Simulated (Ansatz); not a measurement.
**CH3Cl, singlet: CASSCF and its corrections**

Computed with Ansatz's Gaussian-basis code (development build). Basis cc-pVDZ, nonrelativistic, 6 orbitals frozen in the corrections. State-specific CASSCF; RHF is the lowest restricted (open-shell) Hartree–Fock solution met. No symmetry is imposed, so a solution can break that of the shape. The lowest solution met needn't be the lowest there is, nor hold the orbitals that a chemist would pick.

Geometry:

```xyz
5

C     0.0000    0.0000   -1.2089
Cl    0.0000    0.0000    0.7085
H     0.0000   -1.1195   -1.5969
H    -0.9696    0.5598   -1.5969
H     0.9696    0.5598   -1.5969
```

**Question.** What do CASSCF and its corrections give against RHF in CAS(2,2), and what are the occupations?

**Answer.** CASSCF -0.558 eV, SC-NEVPT2 -7.920 eV; occupations 1.96, 0.04.
